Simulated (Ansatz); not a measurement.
A calculation with Ansatz (development build ahead of 0.2.0).

```yaml
crystal:
  periodic: [false, false, false]
  atoms:
    - { symbol: F, position_ang: [0.03023, -0.34988, -1.21415] }
    - { symbol: H, position_ang: [0.02293, 0.41157, -0.80689] }
    - { symbol: F, position_ang: [0.03636, 0.37559, 1.16085] }
    - { symbol: H, position_ang: [0.00037, -0.49634, 0.82706] }
basis:
  gaussian: { orbitals: cc-pVTZ }
hamiltonian:
  xc: hf
correlation:
  method: mp2
  frozen_orbitals: { F: 1, H: 0 }
```

The input is written out in the form of the current development build from the run's settings.

Output:

- Converged: yes
- Reference energy: -200.11699 hartree
- Correlation energy: -0.54455 hartree
- Total energy: -200.66154 hartree
- Spin squared of the determinant: 0.000
